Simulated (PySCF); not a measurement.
# Beryllium: a sound run and one with changed settings

Sound run: Be [He] 2s2, Be⁺ [He] 2s1. Computed with PySCF 2.14 in x2c-SVPall (3s2p, 9 functions), with scalar relativity by spin-free X2C-1e. The sound run starts from symmetry-adapted Hartree-Fock orbitals and uses a fine grid where one is needed.

Changed run: radial step 1.2 in ln r (0.13 in the sound run). This setting is unsound on purpose.

```
species  method  sound run (hartree)  changed run (hartree)  converged
     Be     UHF            -14.55620              -14.55620        yes
     Be    BP86            -14.64410              -14.67118        yes
     Be    PBE0            -14.62112              -14.63305        yes
    Be⁺     UHF            -14.26333              -14.26333        yes
    Be⁺    BP86            -14.31065              -14.32800        yes
    Be⁺    PBE0            -14.29270              -14.30300        yes
```

Ionisation energy of Be:

```json
{"method": "UHF", "sound run (eV)": "7.970", "changed run (eV)": "7.970"}
{"method": "BP86", "sound run (eV)": "9.074", "changed run (eV)": "9.338"}
{"method": "PBE0", "sound run (eV)": "8.937", "changed run (eV)": "8.981"}
```

A coarse radial grid mis-integrates the density and the exchange-correlation energy, with errors of either sign; Hartree-Fock needs no grid.

For comparison, NIST gives 9.323 eV between the lowest levels.
